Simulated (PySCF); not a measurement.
**Functional benchmark on one molecule**

Molecule: SMILES P(C)(C)(=O)O, C2H7O2P.

Bonds (- single, = double, # triple, : aromatic): C1-P2 1.804 Å, P2-C3 1.806 Å, P2=O4 1.489 Å, P2-O5 1.636 Å. C1 carries H6, H7, H8; C3 carries H9, H10, H11; O5 carries H12.

Geometry PBE0-D3(BJ)/def2-SVP throughout; GIAO in PySCF 2.14, gas phase, one conformer, non-relativistic; equivalent atoms averaged; basis pcSseg-2.

Reference values (measured; solution, CH3OH; S. K. Latypov et al., Phys. Chem. Chem. Phys. 2015 (author manuscript)): δ(P2) = 49.4 ppm vs 85 % H3PO4. Computed shifts are taken against H3PO4, calculated as an isolated molecule at each level.

How do the functionals WP04, B97-2, BHandHLYP, CAM-B3LYP, wB97X-D, LC-wPBE perform against the reference? Times are CPU seconds on 1 thread of an Arm Neoverse V2, shared host.

Results:


```tsv
functional	kind	P2	abs. error P	core-s
WP04	global hybrid	48.7	0.7	30
B97-2	global hybrid	40.5	8.9	30
BHandHLYP	global hybrid	44.4	5.0	29
CAM-B3LYP	range-separated hybrid	42.9	6.5	39
wB97X-D	range-separated hybrid	40.5	8.9	37
LC-wPBE	range-separated hybrid	36.7	12.7	52
```

For ³¹P the closest is WP04 (0.7 ppm) and the furthest LC-wPBE (12.7 ppm). One molecule is a small sample, and vibrational and solvent effects are absent from the calculation.
